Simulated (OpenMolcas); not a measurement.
# HNO2 (nitrous acid) at 6 levels

Wanted: a comparison of 6 runs (PBE/STO-3G, PBE0/STO-3G, UB3LYP/STO-3G, UPBE/STO-3G, MP2/STO-3G, CISD/STO-3G) of HNO2 (nitrous acid). 

The results are computed with OpenMolcas 26.06.

1 further run of the same task is left out (for a known fault of the program).

### Step 1. The structure to begin with

The species is HNO2 (4 atoms), meant as a singlet with charge 0. As SMILES, `O=NO`. The O3–H4 distance was set to 1.210 Å, away from the relaxed value.

Bond lengths: O1–N2 1.181 Å, N2–O3 1.392 Å. Angles: O1–N2–O3 113.7°. A long bond or contact: O3–H4 1.210 Å.

### Step 2. A single-point energy at PBE/STO-3G (run 1)

Contents of run.input:

```
&GATEWAY
 BasLib = $CurrDir
 Coord
 4
 angstrom
 O        0.432066       0.162223       1.683296
 N        0.326676      -0.294887       0.599266
 O       -0.349904       0.532443      -0.293374
 H       -0.386730      -0.050180      -1.353230
 Basis = STO-3G
 Group = NoSym

&SEWARD
 GridInput
 Grid=UltraFine
 End of Grid

&SCF
 KSDFT = PBE
 Thresholds = 1e-10 1e-07 1e-07 1e-05
 PrOrbitals = 1 1
```

The basis set STO-3G is read from a file made from the Basis Set Exchange's data (not shown).

The run is started by

```
$ export MOLCAS_MEM=1860
$ pymolcas run.input > run.log
```

Log:

```text
--- Start Module: gateway ---
[...]
--- Stop Module: gateway /rc=_RC_ALL_IS_WELL_ ---
--- Start Module: seward ---
[...]
      Basis functions           16
--- Stop Module: seward /rc=_RC_ALL_IS_WELL_ ---
--- Start Module: scf ---
[...]
       Convergence after  16 Iterations
[...]
::    Total KS-DFT energy                            -202.6742851641
[...]
      Total spin, S                                     0.0000000000
[...]
      Total electronic charge=   24.000000
      Total            charge=   -0.000000
[...]
      Dipole Moment (debye):
      Origin of the operator (angstrom)=    0.1170    0.1475    0.6225
                   X= -4.9931E-01               Y= -5.5174E-02               Z= -1.7314E+00           Total=  1.8028E+00
      Quadrupole Moment (debye*angstrom):
[...]
--- Stop Module: scf /rc=_RC_ALL_IS_WELL_ ---
[...]
```

It took 4.5 s on 1 thread of Arm Neoverse V1, shared host; peak memory 0.37 GiB.

### Step 3. The energy at PBE0/STO-3G (run 2)

Contents of run.inp:

```
&GATEWAY
BasLib
$CurrDir
Coord
4
angstrom
O        0.432066       0.162223       1.683296
N        0.326676      -0.294887       0.599266
O       -0.349904       0.532443      -0.293374
H       -0.386730      -0.050180      -1.353230
Basis
STO-3G
Group
NoSym
&SEWARD
GridInput
Grid=UltraFine
End of Grid
&SCF
KSDFT
PBE0
Thresholds
1e-10 1e-07 1e-07 1e-05
PrOrbitals
1 1
```

The basis set STO-3G is read from a file made from the Basis Set Exchange's data (not shown).

The run is started by

```
$ export MOLCAS_MEM=1860
$ pymolcas run.inp > run.log
```

Log:

```text
--- Start Module: gateway ---
[...]
--- Stop Module: gateway /rc=_RC_ALL_IS_WELL_ ---
--- Start Module: seward ---
[...]
      Basis functions           16
--- Stop Module: seward /rc=_RC_ALL_IS_WELL_ ---
--- Start Module: scf ---
[...]
       Convergence after  14 Iterations
[...]
::    Total KS-DFT energy                            -202.6784197816
[...]
      Total spin, S                                     0.0000000000
[...]
      Total electronic charge=   24.000000
      Total            charge=   -0.000000
[...]
      Dipole Moment (debye):
      Origin of the operator (angstrom)=    0.1170    0.1475    0.6225
                   X= -4.4814E-01               Y= -1.8353E-01               Z= -1.7699E+00           Total=  1.8350E+00
      Quadrupole Moment (debye*angstrom):
[...]
--- Stop Module: scf /rc=_RC_ALL_IS_WELL_ ---
[...]
```

Wall time 4.2 s (1 thread of Arm Neoverse V1, shared host); peak memory 0.37 GiB.

Runs 3 to 4 aren't shown in full; the table further down has their settings and results.

### Step 4. The energy at MP2/STO-3G (run 5)

Contents of run.input:

```
>>> EXPORT MOLCAS_PRINT=2

&GATEWAY
  BasLib
  $CurrDir
  Coord
  4
  angstrom
  O        0.432066       0.162223       1.683296
  N        0.326676      -0.294887       0.599266
  O       -0.349904       0.532443      -0.293374
  H       -0.386730      -0.050180      -1.353230
  Basis
  STO-3G
  Group
  NoSym

&SEWARD

&SCF
  Thresholds
  1e-10 1e-07 1e-07 1e-05
  PrOrbitals
  1 1

&MBPT2
  Frozen
  3
```

The basis set STO-3G is read from a file made from the Basis Set Exchange's data (not shown).

The run is started by

```
$ export MOLCAS_MEM=1860
$ pymolcas run.input > run.log
```

Log:

```text
--- Start Module: gateway ---
[...]
--- Stop Module: gateway /rc=_RC_ALL_IS_WELL_ ---
[...]
      Basis functions           16
[...]
--- Start Module: scf ---
[...]
       Convergence after  14 Iterations
[...]
::    Total SCF energy                               -201.8699601497
[...]
      Total spin, S                                     0.0000000000
[...]
      Total electronic charge=   24.000000
      Total            charge=   -0.000000
[...]
      Dipole Moment (debye):
      Origin of the operator (angstrom)=    0.1170    0.1475    0.6225
                   X= -2.9707E-01               Y= -4.2201E-01               Z= -1.6572E+00           Total=  1.7357E+00
      Quadrupole Moment (debye*angstrom):
[...]
--- Stop Module: scf /rc=_RC_ALL_IS_WELL_ ---
--- Start Module: mbpt2 ---
[...]
WARNING!
Default frozen orbitals as non valence orbitals is overwritten by user input.
Default values:   3
[...]
       Reference weight ( Cref**2 )         =        0.92020
::    Total MBPT2 energy                             -202.0447095492
[...]
      Total MBPT2 calculations                           0.03      0.04
--- Stop Module: mbpt2 /rc=_RC_ALL_IS_WELL_ ---
[...]
```

Run time: 1.6 s. Hardware: 1 thread of Arm Neoverse V1, shared host; peak memory 0.37 GiB.

### Step 5. A single-point energy at CISD/STO-3G (run 6)

Contents of run.input:

```
* HNO2 CISD
>>> EXPORT MOLCAS_PRINT=2

&GATEWAY
 BasLib=$CurrDir
 Coord
 4
 angstrom
 O        0.432066       0.162223       1.683296
 N        0.326676      -0.294887       0.599266
 O       -0.349904       0.532443      -0.293374
 H       -0.386730      -0.050180      -1.353230
 Basis=STO-3G
 Group=NoSym

&SEWARD

&SCF
 Thresholds=1e-10 1e-07 1e-07 1e-05
 PrOrbitals=1 1

&MOTRA
 Frozen=3

&GUGA
 Electrons=18
 Spin=1
 Inactive=9
 Active=0
 CIAll=1

&CPF
 SDCI
```

The basis set STO-3G is read from a file made from the Basis Set Exchange's data (not shown).

The run is started by

```
$ export MOLCAS_MEM=1860
$ pymolcas run.input > run.log
```

Log:

```text
--- Start Module: gateway ---
[...]
--- Stop Module: gateway /rc=_RC_ALL_IS_WELL_ ---
[...]
      Basis functions           16
[...]
       Convergence after  14 Iterations
[...]
::    Total SCF energy                               -201.8699601497
[...]
      Total spin, S                                     0.0000000000
[...]
      *** WARNING: Default frozen orbitals is overwritten by user input.
      *** Default values:   3
[...]
--- Start Module: guga ---
[...]
--- Stop Module: guga /rc=_RC_ALL_IS_WELL_ ---
--- Start Module: cpf ---
[...]
      Active orbitals                            0       0
[...]
      Spin quantum number                      0.0
[...]
     FINAL CI ENERGY          -202.06308998
     FINAL CORRELATION ENERGY   -0.19312983  REFERENCE ENERGY    -201.86996015
[...]
     REL. CI ENERGY           -202.06308998
[...]
      Total electronic charge=   24.000000
      Total            charge=   -0.000000
[...]
      Dipole Moment (debye):
      Origin of the operator (angstrom)=    0.1170    0.1475    0.6225
                   X= -3.1408E-01               Y= -1.8896E-01               Z= -1.3375E+00           Total=  1.3868E+00
      Quadrupole Moment (debye*angstrom):
[...]
--- Stop Module: cpf /rc=_RC_ALL_IS_WELL_ ---
[...]
```

It took 1.8 s on 1 thread of Arm Neoverse V1, shared host; peak memory 0.37 GiB.

### Step 6. All runs side by side

```csv
run,level,scramble,integration grid,energy (Eh),dipole moment (D) of the reference,HOMO energy (eV),LUMO energy (eV),wall time
1,PBE/STO-3G,–,UltraFine,-202.674285,1.80,-2.10,0.48,4.5 s
2,PBE0/STO-3G,–,UltraFine,-202.678420,1.83,-4.01,1.50,4.2 s
3,UB3LYP/STO-3G,0.25,UltraFine,-202.851527,1.78,-3.76,1.19,8.1 s
4,UPBE/STO-3G,0.25,UltraFine,-202.674285,1.80,-2.10,0.48,6.6 s
5,MP2/STO-3G,–,–,-202.044710,1.74,-8.85,6.40,1.6 s
6,CISD/STO-3G,–,–,-202.063090,1.74,-8.85,6.40,1.8 s
```

### Step 7. What came out

| quantity | value |
| --- | --- |
| run 6: total energy | -202.06309 Eh |
| run 6: dipole moment (mean-field density) | 1.74 D |
| run 6: HOMO energy (Hartree–Fock orbitals) | -8.85 eV |
| run 6: LUMO energy (Hartree–Fock orbitals) | 6.40 eV |
| run 6: HOMO–LUMO gap (Hartree–Fock orbitals) | 15.24 eV |
| run 6: correlation energy (3 core orbitals frozen) | -193.1 mEh |

In words: Over runs 1, 2, 3, 4 the dipole moment (its size) runs from 1.78 D (UB3LYP/STO-3G) to 1.83 D (PBE0/STO-3G). Over runs 1, 2, 3, 4 the HOMO–LUMO gap runs from 2.58 eV (PBE/STO-3G) to 5.51 eV (PBE0/STO-3G). Totals of different functionals can't be ranked against each other. In runs 1, 2, 3, 4, 5, 6 the basis is minimal, so the values are rough. All runs together took 27 s, the longest 8.1 s.
